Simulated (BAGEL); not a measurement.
**BH3 (SMILES [H]B([H])[H]) at CASPT2(6,7)/def2-TZVPPD (density fitting with cc-pvqz-jkfit)**

What is the vertical singlet–triplet gap of BH3 at CASPT2(6,7)/def2-TZVPPD (density fitting with cc-pvqz-jkfit)? 

Program for the calculation: BAGEL 1.2.2.

2 further runs of the same task are left out: 2 set aside as unsound or not needed.

## (1) Starting point

BH3 has 4 atoms, charge 0, and is taken as a singlet. SMILES: `[H]B([H])[H]`. Geometry: relaxed at GFN2-xTB.

Bond lengths: B1–H2 1.164 Å, B1–H3 1.165 Å, B1–H4 1.165 Å. Angles: H2–B1–H3 120.0°, H2–B1–H4 120.0°, H3–B1–H4 120.0°.

## (2) The energy at CASPT2(6,7)/def2-TZVPPD (density fitting with cc-pvqz-jkfit)

Input file caspt2.json:

```json
{ "bagel" : [

{
  "title" : "molecule",
  "basis" : "def2-tzvppd.json",
  "df_basis" : "cc-pvqz-jkfit",
  "angstrom" : true,
  "geometry" : [
    { "atom" : "B", "xyz" : [       0.000060,       0.000030,      -0.001400 ] },
    { "atom" : "H", "xyz" : [       1.163870,      -0.030320,       0.015280 ] },
    { "atom" : "H", "xyz" : [      -0.555340,       1.023410,      -0.018650 ] },
    { "atom" : "H", "xyz" : [      -0.608600,      -0.993120,       0.004770 ] }
  ]
},

{
  "title" : "hf"
},

{
  "title" : "casscf",
  "nstate" : 1,
  "nact" : 7,
  "nclosed" : 1,
  "maxiter" : 200,
  "natocc" : true
},

{
  "title" : "print",
  "file" : "orbitals.molden",
  "orbitals" : true
},

{
  "title" : "smith",
  "method" : "caspt2",
  "ms" : true,
  "xms" : true,
  "sssr" : true,
  "shift" : 0.0,
  "ncore" : 1
}

]}
```

The basis set def2-TZVPPD is read from a file made from the Basis Set Exchange's data (not shown).

The run is started by

```sh
$ BAGEL_NUM_THREADS=1 BAGEL caspt2.json > caspt2.out
```

Standard output:

```text
* using 1 threads per process

  ===============================================================
  ===============================================================

  *** Geometry ***

  { "atom" : "B", "xyz" : [      0.000113,      0.000057,     -0.002646 ] },
  { "atom" : "H", "xyz" : [      2.199396,     -0.057296,      0.028875 ] },
  { "atom" : "H", "xyz" : [     -1.049441,      1.933965,     -0.035243 ] },
  { "atom" : "H", "xyz" : [     -1.150087,     -1.876725,      0.009014 ] },

  Number of auxiliary basis functions:      259

  Since a DF basis is specified, we compute 2- and 3-index integrals:
    o Being stored without compression. Storage requirement is 0.016 GB

  Number of basis functions:       88
  Number of electrons      :        8

    * METHOD: MOLECULE                             0.05

  *** RHF ***

  === Nuclear Repulsion ===
     7.6030819077

      * DIIS with orbital gradients will be used.

  === RHF iteration (def2-tzvppd.json) ===
      0        -26.37568649          0.01233030           0.01
      1        -26.39829547          0.00296537           0.01
      2        -26.39991919          0.00027409           0.01
      3        -26.39993477          0.00005390           0.01
      4        -26.39993545          0.00000698           0.01
      5        -26.39993546          0.00000064           0.01
      6        -26.39993546          0.00000009           0.01
      7        -26.39993546          0.00000001           0.01
    * SCF iteration converged.

    * Permanent dipole moment:
           (   -0.000193,    -0.000122,     0.001785) a.u.

    * METHOD: HF                                   0.08

  ---------------------------
      CASSCF calculation
  ---------------------------

    * nstate   :      1
    * nclosed  :      1
    * nact     :      7
    * nvirt    :     80
  === CASSCF iteration (def2-tzvppd.json) ===

    * Using the second-order algorithm

      0  0       -26.40147635     3.25e-04      0.02

      1  0       -26.41187016     1.37e-03      0.08

      2  0       -26.43522389     1.40e-03      0.08

      3  0       -26.44636280     6.97e-04      0.09

      4  0       -26.44780435     2.55e-04      0.10

      5  0       -26.44793955     7.28e-05      0.10

      6  0       -26.44795715     2.52e-05      0.10

      7  0       -26.44796035     1.40e-05      0.10

      8  0       -26.44796441     2.46e-05      0.10

      9  0       -26.44798382     5.51e-05      0.10

     10  0       -26.44807799     1.20e-04      0.10

     11  0       -26.44850269     2.55e-04      0.09

     12  0       -26.45000333     3.96e-04      0.10

     13  0       -26.45108843     1.93e-04      0.11

     14  0       -26.45120534     6.99e-05      0.12

     15  0       -26.45121419     2.50e-05      0.13

     16  0       -26.45121504     1.18e-05      0.11

     17  0       -26.45121527     1.20e-05      0.12

     18  0       -26.45121555     1.56e-05      0.12

     19  0       -26.45121603     2.06e-05      0.10

     20  0       -26.45121686     2.71e-05      0.11

     21  0       -26.45121830     3.55e-05      0.10

     22  0       -26.45122079     4.65e-05      0.10

     23  0       -26.45122512     6.08e-05      0.11

     24  0       -26.45123271     7.92e-05      0.10

     25  0       -26.45124619     1.02e-04      0.10

     26  0       -26.45127062     1.30e-04      0.10

     27  0       -26.45131628     1.61e-04      0.11

     28  0       -26.45140466     1.88e-04      0.12

     29  0       -26.45157471     1.96e-04      0.12

     30  0       -26.45184382     2.08e-04      0.15

     31  0       -26.45207402     2.40e-04      0.14

     32  0       -26.45213870     1.18e-04      0.13

     33  0       -26.45214499     3.08e-05      0.14

     34  0       -26.45214613     1.10e-05      0.14

     35  0       -26.45214641     5.14e-06      0.14

     36  0       -26.45214649     2.68e-06      0.14

     37  0       -26.45214651     1.43e-06      0.14

     38  0       -26.45214651     7.63e-07      0.15

     39  0       -26.45214651     4.02e-07      0.14

     40  0       -26.45214651     2.11e-07      0.14

     41  0       -26.45214651     1.10e-07      0.15

     42  0       -26.45214651     5.71e-08      0.15

     43  0       -26.45214651     2.96e-08      0.12

     44  0       -26.45214651     1.53e-08      0.11

     45  0       -26.45214651     7.91e-09      0.10

    * Second-order optimization converged. *

     guess   0:   closed 111....              open .......

  === FCI iteration ===

      0  0       -26.39946725     8.94e-03      0.00
      1  0       -26.45012124     2.10e-03      0.00
      2  0       -26.45208314     4.00e-04      0.00
      3  0       -26.45214463     6.64e-05      0.00
      4  0       -26.45214645     1.07e-05      0.00
      5  0       -26.45214651     2.38e-06      0.00
      6  0       -26.45214651     4.95e-07      0.00
      7  0       -26.45214651     7.92e-08      0.00
      8  0       -26.45214651     1.32e-08      0.00
      9  0       -26.45214651     2.40e-09      0.00
     10  0       -26.45214651     4.33e-10      0.00
     11  0 *     -26.45214651     7.66e-11      0.00

     * ci vector, state   0, <S^2> = -0.0000
       222....    -0.9856479299
       22...2.     0.0623410489
       2.2.2..     0.0563669983
       22....2     0.0539191294

    * METHOD: CASSCF                               5.25

    * METHOD: PRINT                                0.01

  === SMITH program ===

    * freezing 1 orbital

    * Approximate memory requirement for SMITH calulation per MPI process:
      o Storage requirement for T-amplitude, lambda, and residual is 0.01 GB
      o Storage requirement for MO integrals is 0.00 GB
    * Calculating and saving rdm4f

    * Zeroth order energy : state  0       -3.3172546232

    * CASPT2 iteration is performed using redundant basis

      ---- iteration ----

        0    -0.06926573     0.00512441      0.05
        1    -0.06994085     0.00073669      0.05
        2    -0.06996755     0.00011327      0.05
        3    -0.06996792     0.00001830      0.05
        4    -0.06996794     0.00000350      0.05
        5    -0.06996794     0.00000063      0.05

      -------------------

    * CASPT2 energy : state  0      -26.5221144483
        reference weight              0.9773728761

    * METHOD: SMITH                                0.55

  ===============================================================
```

Run time: 6.3 s. Hardware: 1 thread of AMD EPYC 9R45 (Zen 5), shared host; peak memory 0.11 GiB.

## (3) The triplet

Input file input.json:

```json
{ "bagel": [

{
  "title": "molecule",
  "basis": "def2-tzvppd.json",
  "df_basis": "cc-pvqz-jkfit",
  "angstrom": "true",
  "geometry": [
    { "atom": "B", "xyz": [       0.000060,       0.000030,      -0.001400 ] },
    { "atom": "H", "xyz": [       1.163870,      -0.030320,       0.015280 ] },
    { "atom": "H", "xyz": [      -0.555340,       1.023410,      -0.018650 ] },
    { "atom": "H", "xyz": [      -0.608600,      -0.993120,       0.004770 ] }
  ]
},

{ "title": "hf" },

{ "title": "casscf", "nstate": 1, "nact": 7, "nclosed": 1, "nspin": 2, "maxiter": 200, "natocc": "true" },

{ "title": "print", "file": "orbitals.molden", "orbitals": "true" },

{ "title": "smith", "method": "caspt2", "ms": "true", "xms": "true", "sssr": "true", "shift": 0.0, "ncore": 1 }

]}
```

The basis set def2-TZVPPD is read from a file made from the Basis Set Exchange's data (not shown).

The run is started by

```sh
$ BAGEL_NUM_THREADS=1 BAGEL input.json > input.out
```

Standard output:

```text
* using 1 threads per process

  ===============================================================
  ===============================================================

  *** Geometry ***

  { "atom" : "B", "xyz" : [      0.000113,      0.000057,     -0.002646 ] },
  { "atom" : "H", "xyz" : [      2.199396,     -0.057296,      0.028875 ] },
  { "atom" : "H", "xyz" : [     -1.049441,      1.933965,     -0.035243 ] },
  { "atom" : "H", "xyz" : [     -1.150087,     -1.876725,      0.009014 ] },

  Number of auxiliary basis functions:      259

  Since a DF basis is specified, we compute 2- and 3-index integrals:
    o Being stored without compression. Storage requirement is 0.016 GB

  Number of basis functions:       88
  Number of electrons      :        8

    * METHOD: MOLECULE                             0.05

  *** RHF ***

  === Nuclear Repulsion ===
     7.6030819077

      * DIIS with orbital gradients will be used.

  === RHF iteration (def2-tzvppd.json) ===
      0        -26.37568649          0.01233030           0.01
      1        -26.39829547          0.00296537           0.01
      2        -26.39991919          0.00027409           0.01
      3        -26.39993477          0.00005390           0.01
      4        -26.39993545          0.00000698           0.01
      5        -26.39993546          0.00000064           0.01
      6        -26.39993546          0.00000009           0.01
      7        -26.39993546          0.00000001           0.01
    * SCF iteration converged.

    * Permanent dipole moment:
           (   -0.000193,    -0.000122,     0.001785) a.u.

    * METHOD: HF                                   0.08

  ---------------------------
      CASSCF calculation
  ---------------------------

    * nstate   :      1
    * nclosed  :      1
    * nact     :      7
    * nvirt    :     80
  === CASSCF iteration (def2-tzvppd.json) ===

    * Using the second-order algorithm

      0  0       -26.14217106     1.37e-02      0.02

      1  0       -26.19744975     3.24e-03      0.08

      2  0       -26.21344741     1.58e-03      0.09

      3  0       -26.23282998     1.17e-03      0.10

      4  0       -26.24158355     5.56e-04      0.11

      5  0       -26.24301304     1.65e-04      0.12

      6  0       -26.24308369     5.94e-05      0.11

      7  0       -26.24308867     2.82e-05      0.11

      8  0       -26.24308940     1.74e-05      0.11

      9  0       -26.24308958     1.28e-05      0.12

     10  0       -26.24308965     1.02e-05      0.12

     11  0       -26.24308970     8.39e-06      0.12

     12  0       -26.24308972     7.08e-06      0.12

     13  0       -26.24308975     6.08e-06      0.12
[... 105 lines of this table left out ...]
     66  0       -26.24308983     1.78e-08      0.08

     67  0       -26.24308983     1.59e-08      0.08

     68  0       -26.24308983     1.43e-08      0.08

     69  0       -26.24308983     1.29e-08      0.08

     70  0       -26.24308983     1.16e-08      0.08

     71  0       -26.24308983     1.04e-08      0.08

     72  0       -26.24308983     9.33e-09      0.07

    * Second-order optimization converged. *

     guess   0:   closed 11.....              open ..11...

  === FCI iteration ===

      0  0       -26.19501561     9.29e-03      0.00
      1  0       -26.23968389     2.59e-03      0.00
      2  0       -26.24279984     7.29e-04      0.00
      3  0       -26.24304848     2.26e-04      0.00
      4  0       -26.24308375     1.08e-04      0.00
      5  0       -26.24308936     3.20e-05      0.00
      6  0       -26.24308979     8.86e-06      0.00
      7  0       -26.24308983     2.27e-06      0.00
      8  0       -26.24308983     6.49e-07      0.00
      9  0       -26.24308983     2.18e-07      0.00
     10  0       -26.24308983     5.64e-08      0.00
     11  0       -26.24308983     1.26e-08      0.00
     12  0       -26.24308983     5.09e-09      0.00
     13  0       -26.24308983     7.10e-09      0.00
     14  0       -26.24308983     3.51e-09      0.00
     15  0       -26.24308983     6.33e-10      0.00
     16  0       -26.24308983     1.22e-10      0.00
     17  0 *     -26.24308983     2.57e-11      0.00

     * ci vector, state   0, <S^2> = 2.0000
       22aa...     0.9800654500
       a2ba..a     0.0689834828
       2.2aa..     0.0609682273
       a2aba..    -0.0601802088
       ab2a.a.    -0.0570624706
       2.aa.2.    -0.0567298184

    * METHOD: CASSCF                               7.43

    * METHOD: PRINT                                0.01

  === SMITH program ===

    * freezing 1 orbital

    * Approximate memory requirement for SMITH calulation per MPI process:
      o Storage requirement for T-amplitude, lambda, and residual is 0.01 GB
      o Storage requirement for MO integrals is 0.00 GB
    * Calculating and saving rdm4f

    * Zeroth order energy : state  0       -2.7496704575

    * CASPT2 iteration is performed using redundant basis

      ---- iteration ----

        0    -0.08035835     0.00400797      0.05
        1    -0.08116342     0.00048142      0.05
        2    -0.08119246     0.00009222      0.05
        3    -0.08119300     0.00001171      0.05
        4    -0.08119302     0.00000267      0.05
        5    -0.08119302     0.00000033      0.05

      -------------------

    * CASPT2 energy : state  0      -26.3242828469
        reference weight              0.9648697890

    * METHOD: SMITH                                0.58

  ===============================================================
```

It took 8.4 s on 1 thread of AMD EPYC 9R45 (Zen 5), shared host; peak memory 0.11 GiB.

## (4) Outcome

Level: CASPT2(6,7)/def2-TZVPPD (density fitting with cc-pvqz-jkfit), 1 core orbital frozen.

| quantity | value |
| --- | --- |
| singlet: total energy | -26.52211 Eh |
| triplet: total energy | -26.32428 Eh |
| vertical energy of the triplet above the singlet | 5.383 eV |

At this shape the triplet lies 5.38 eV (124 kcal/mol) above the singlet.
